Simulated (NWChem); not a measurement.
Program: NWChem. System: Si, charge 1, spin multiplicity 2. Its SCF solution wasn't tested for a lower state. Level: ROCCSD(T)/def2-TZVPD, 5 core orbitals frozen.

The NWChem input:

```
start mol
memory heap 100 mb stack 700 mb global 1900 mb
charge 1
geometry units angstroms nocenter noautoz
  Si     0.000000     0.000000     0.000000
  symmetry group D2h
end
basis spherical
  * library def2-tzvpd
end
scf
  rohf
  nopen 1
  maxiter 100
  thresh 1e-7
  semidirect memsize 60000000 filesize 0
  # guess.movecs holds the orbitals of an unrestricted PBE0 run
  vectors input guess.movecs output mol.movecs
end
tce
  freeze core 5
  ccsd(t)
  2eorb
  2emet 13
  thresh 1e-6
  maxiter 100
  tilesize 24
end
task tce energy
```

Output (cleaned and shortened):

```
             Northwest Computational Chemistry Package (NWChem) 7.3.0
             --------------------------------------------------------

                                NWChem Input Module
                                -------------------

 Scaling coordinates for geometry "geometry" by  1.889725989
 (inverse scale =  0.529177249)

                             Geometry "geometry" -> ""
                             -------------------------

 Output coordinates in angstroms (scale by  1.889725989 to convert to a.u.)

  No.       Tag          Charge          X              Y              Z
 ---- ---------------- ---------- -------------- -------------- --------------
    1 Si                  14.0000     0.00000000     0.00000000     0.00000000

 Effective nuclear repulsion energy (a.u.)       0.0000000000

            Nuclear Dipole moment (a.u.)
            ----------------------------
        X                 Y               Z
 ---------------- ---------------- ----------------
     0.0000000000     0.0000000000     0.0000000000

      Symmetry information
      --------------------

 Group name             D2h
 Group number             26
 Group order               8
 No. of unique centers     1

      Symmetry unique atoms

     1


 Summary of "ao basis" -> "" (spherical)
 ------------------------------------------------------------------------------
       Tag                 Description            Shells   Functions and Types
 ---------------- ------------------------------  ------  ---------------------
 *                         def2-tzvpd                 on all atoms

 Summary of "ao basis" -> "ao basis" (spherical)
 ------------------------------------------------------------------------------
       Tag                 Description            Shells   Functions and Types
 ---------------- ------------------------------  ------  ---------------------
 Si                        def2-tzvpd               15       43   6s5p3d1f

                                 NWChem SCF Module
                                 -----------------

  ao basis        = "ao basis"
  functions       =    43
  atoms           =     1
  closed shells   =     6
  open shells     =     1
  charge          =   1.00
  wavefunction    = ROHF
  use symmetry    = T
  symmetry adapt  = T

 Summary of "ao basis" -> "ao basis" (spherical)
 ------------------------------------------------------------------------------
       Tag                 Description            Shells   Functions and Types
 ---------------- ------------------------------  ------  ---------------------
 Si                        def2-tzvpd               15       43   6s5p3d1f

      Symmetry analysis of basis
      --------------------------

        ag         12
        au          1
        b1g         3
        b1u         7
        b2g         3
        b2u         7
        b3g         3
        b3u         7

 Forming initial guess at       0.0s

      Symmetry analysis of molecular orbitals - initial
      -------------------------------------------------

  Numbering of irreducible representations:

     1 ag          2 au          3 b1g         4 b1u         5 b2g
     6 b2u         7 b3g         8 b3u

  Orbital symmetries:

     1 ag          2 ag          3 b1u         4 b2u         5 b3u
     6 ag          7 b3u         8 b1u         9 b2u        10 ag
    11 b2g        12 b1g        13 ag         14 ag         15 b3g
    16 b3u        17 b2u

 Starting SCF solution at       0.0s
[...]
              MO Center=  2.1D-16,  6.8D-18,  2.8D-16, r^2= 1.0D+01
   Bfn.  Coefficient  Atom+Function         Bfn.  Coefficient  Atom+Function
  ----- ------------  ---------------      ----- ------------  ---------------
     6      1.909982  1 Si s                  5     -1.281018  1 Si s
     4     -0.207020  1 Si s

 center of mass
 --------------
 x =   0.00000000 y =   0.00000000 z =   0.00000000

 moments of inertia (a.u.)
 ------------------
           0.000000000000           0.000000000000           0.000000000000
           0.000000000000           0.000000000000           0.000000000000
           0.000000000000           0.000000000000           0.000000000000

  Mulliken analysis of the total density
  --------------------------------------

    Atom       Charge   Shell Charges
 -----------   ------   -------------------------------------------------------
    1 Si  14    13.00   2.00  0.60  1.37  1.40  0.67 -0.03  4.09  1.75  0.32  0.63  0.22  0.00  0.00  0.00  0.00

 Mulliken analysis of the open-shell density
 -------------------------------------------

    Atom       Charge   Shell Charges
 -----------   ------   -------------------------------------------------------
    1 Si  14     1.00   0.00  0.00  0.00  0.00 -0.00  0.00  0.02 -0.02  0.14  0.64  0.22  0.00  0.00 -0.00  0.00

       Multipole analysis of the density wrt the origin
       ------------------------------------------------

     L   x y z        total         open         nuclear
     -   - - -        -----         ----         -------
     0   0 0 0      1.000000     -1.000000     14.000000

     1   1 0 0      0.000000      0.000000      0.000000
     1   0 1 0      0.000000     -0.000000      0.000000
     1   0 0 1     -0.000000     -0.000000      0.000000

     2   2 0 0     -8.696530     -4.301163      0.000000
     2   1 1 0      0.000000      0.000000      0.000000
     2   1 0 1      0.000000      0.000000      0.000000
     2   0 2 0     -5.754602     -1.433881      0.000000
     2   0 1 1      0.000000     -0.000000      0.000000
     2   0 0 2     -5.754602     -1.433881      0.000000

                   NWChem Extensible Many-Electron Theory Module
                   ---------------------------------------------


            General Information
            -------------------
      Number of processors :     1
         Wavefunction type : Restricted open-shell Hartree-Fock
          No. of electrons :    13
           Alpha electrons :     7
            Beta electrons :     6
           No. of orbitals :    86
            Alpha orbitals :    43
             Beta orbitals :    43
        Alpha frozen cores :     5
         Beta frozen cores :     5
     Alpha frozen virtuals :     0
      Beta frozen virtuals :     0
         Spin multiplicity : doublet
    Number of AO functions :    43
       Number of AO shells :    15
        Use of symmetry is : on
      Symmetry adaption is : on
         Schwarz screening : 0.10D-09

          Correlation Information
          -----------------------
          Calculation type : Coupled-cluster singles & doubles w/ perturbation
   Perturbative correction : (T)
            Max iterations :      100
        Residual threshold : 0.10D-05
     T(0) DIIS level shift : 0.00D+00
     L(0) DIIS level shift : 0.00D+00
     T(1) DIIS level shift : 0.00D+00
     L(1) DIIS level shift : 0.00D+00
     T(R) DIIS level shift : 0.00D+00
     T(I) DIIS level shift : 0.00D+00
   CC-T/L Amplitude update :  5-th order DIIS
                I/O scheme : Global Array Library
        L-threshold :  0.10D-05
        EOM-threshold :  0.10D-05
 no EOMCCSD initial starts read in
 TCE RESTART OPTIONS
 SLICE:      F
 D4D5:       F
 quantumc:   F
 qrotation:  F
 pwtce:      F
 qducc:      F
 nacto:                         0
 nrotv:                         0
 nrot:                          0

            Memory Information
            ------------------
          Available GA space size is     249033102 doubles
          Available MA space size is     104853828 doubles

 Maximum block size supplied by input
 Maximum block size        24 doubles

 tile_dim =      9

 -------------------------------------------------

 Global array virtual files algorithm will be used

 Parallel file system coherency ......... OK

 4-electron integrals stored in orbital form

 v2    file size   =            64555
 4-index algorithm nr.  13 is used
 imaxsize =       30
 imaxsize ichop =        0


CCSD iterations
 ---------------------------------------------------------
 Iter          Residuum       Correlation     Cpu    Wall
 ---------------------------------------------------------
    1   0.0671735713402  -0.0480923309961     0.0     0.0
    2   0.0276607331236  -0.0579026730306     0.0     0.0
    3   0.0128444235416  -0.0606585764484     0.0     0.0
    4   0.0063075446766  -0.0617347247468     0.0     0.0
    5   0.0031770124463  -0.0622032818141     0.0     0.0
    6   0.0001255695514  -0.0626274674723     0.0     0.0
    7   0.0000383273750  -0.0626269158917     0.0     0.0
    8   0.0000138084887  -0.0626267816084     0.0     0.0
    9   0.0000055327146  -0.0626267792095     0.0     0.0
   10   0.0000023025733  -0.0626267896310     0.0     0.0
   11   0.0000002898799  -0.0626268089620     0.0     0.0
 -----------------------------------------------------------------
 Iterations converged
 CCSD correlation energy / hartree =        -0.062626808961962
 CCSD total energy / hartree       =      -288.627955641732285

 Singles contributions

 Doubles contributions
     9b1u (alpha)     9b1u (beta ) ---     6ag  (alpha)     6ag  (beta )       -0.1061654327
     8b2u (alpha)     8b2u (beta ) ---     6ag  (alpha)     6ag  (beta )       -0.1061654327
 CCSD(T)
 Using plain CCSD(T) code
             total no. of tasks          294
 total no. of tasks / no. procs          294
                         wl_min            1           1.0
                         wl_max          729           3.0
        thresh for no. of tasks          294

 CCSD[T]  correction energy / hartree =        -0.001256065005666
 CCSD[T] correlation energy / hartree =        -0.063882873967628
 CCSD[T] total energy / hartree       =      -288.629211706737976
 CCSD(T)  correction energy / hartree =        -0.001281012897799
 CCSD(T) correlation energy / hartree =        -0.063907821859760
 CCSD(T) total energy / hartree       =      -288.629236654630063

 Task  times  cpu:        1.6s     wall:        1.6s

 Total times  cpu:        1.6s     wall:        1.6s
```
